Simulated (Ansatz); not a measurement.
Ligand exchange: CH3F + BH(CH3)(NH2) → CH5N + BH(CH3)F

Species: CH3F (fluoromethane) `CF`, singlet; BH(CH3)(NH2), singlet; CH5N (methylamine) `CN`, singlet; BH(CH3)F, singlet. The partners trade F for NH2: C–F and B–NH2 bonds give way to C–NH2 and B–F.

Shapes, held fixed at every level: PBE0-D4/def2-TZVP. Programs: Ansatz 0.2.0. The zero-point and thermal change to 298 K, harmonic and unscaled (PBE0-D4/def2-TZVP), is -1.2 kJ/mol.

```json
{"level": "HF/def2-TZVPP", "kind": "Hartree–Fock", "ΔH(298 K) (kJ/mol)": "-27.5", "less CCSD(T)/CBS estimate": "-4.0"}
{"level": "SPW92/def2-TZVPP", "kind": "LDA", "ΔH(298 K) (kJ/mol)": "-15.5", "less CCSD(T)/CBS estimate": "+8.0"}
{"level": "PBE-D4/def2-TZVPP", "kind": "GGA", "ΔH(298 K) (kJ/mol)": "-16.8", "less CCSD(T)/CBS estimate": "+6.7"}
{"level": "wB97M-V/def2-TZVPP", "kind": "range-separated hybrid", "ΔH(298 K) (kJ/mol)": "-21.0", "less CCSD(T)/CBS estimate": "+2.5"}
{"level": "MP2/def2-SVP", "kind": "perturbation theory", "ΔH(298 K) (kJ/mol)": "-29.3", "less CCSD(T)/CBS estimate": "-5.8"}
{"level": "MP2/def2-TZVPP", "kind": "perturbation theory", "ΔH(298 K) (kJ/mol)": "-25.7", "less CCSD(T)/CBS estimate": "-2.2"}
{"level": "CCSD/def2-TZVPP", "kind": "coupled cluster or CI", "ΔH(298 K) (kJ/mol)": "-24.5", "less CCSD(T)/CBS estimate": "-1.0"}
{"level": "CCSD(T)/CBS estimate", "kind": "coupled cluster or CI", "ΔH(298 K) (kJ/mol)": "-23.5", "less CCSD(T)/CBS estimate": "0.0"}
```

The highest level, CCSD(T)/CBS estimate, gives ΔH(298 K) = -23.5 kJ/mol; the levels span -29.3 to -15.5. The column of differences is taken from that level and isn't an error. No measured value is set beside it here. The CBS estimate extrapolates MP2 from def2-TZVPP and def2-QZVPP and adds CCSD(T) − MP2 in the triple-zeta set, cores frozen.
